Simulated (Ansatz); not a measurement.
Rock-salt PbS: PBE at its full settings (plane-wave cutoff 520 eV, 10×10×10 k mesh, Fermi–Dirac smearing 0.01 eV, scalar-relativistic PAW data made under PBE) and at cheaper ones, in a cell of 2 atoms with Γ-centred meshes.

| level and setting | equilibrium lattice constant a (Å) | bulk modulus B0 (GPa) |
|---|---|---|
| PBE (Ansatz) | 6.009 | 52.8 |
| PBE (300 eV cutoff) (Ansatz) | 6.011 | 52.6 |
| PBE (Γ point alone) (Ansatz) | 6.654 | 28.6 |
| PBE (2×2×2 k mesh) (Ansatz) | 6.255 | 46.0 |
| PBE (4×4×4 k mesh) (Ansatz) | 6.012 | 52.9 |
| PBE (6×6×6 k mesh) (Ansatz) | 6.008 | 52.8 |
| PBE (Fermi-Dirac smearing of 0.3 eV) (Ansatz) | 6.008 | 52.1 |

Largest shifts from the full settings: lattice constant a +10.7 % (PBE (Γ point alone)), against a difference of +1.61 % of the full result from the reference 5.914 Å (measured, 120 K, not corrected to a static lattice; as tabulated in Noda, Masumoto, Ohba, Saito, Toriumi, Iwata, Shibuya, Acta Cryst. C 43, 1443 …); bulk modulus -46 % (PBE (Γ point alone)), against a difference of -12.0 % of the full result from the reference 60 GPa (measured, 300 K, not corrected to a static lattice, K' fixed at 4.2, our sources range from 52.9 to 62.8; as tabulated in PbS at high pressure, J. Appl. Phys. 113 (4), abstract).

The full settings aren't shown to be converged themselves.

Ansatz's density-functional and Hartree–Fock values are scalar-relativistic unless marked +SOC, with PAW data made under PBE.

Run with cheap settings on purpose, which may leave them unconverged: PBE (2×2×2 k mesh), PBE (300 eV cutoff), PBE (4×4×4 k mesh), PBE (6×6×6 k mesh), PBE (Fermi-Dirac smearing of 0.3 eV), PBE (Γ point alone).

Ansatz is a first-principles code.
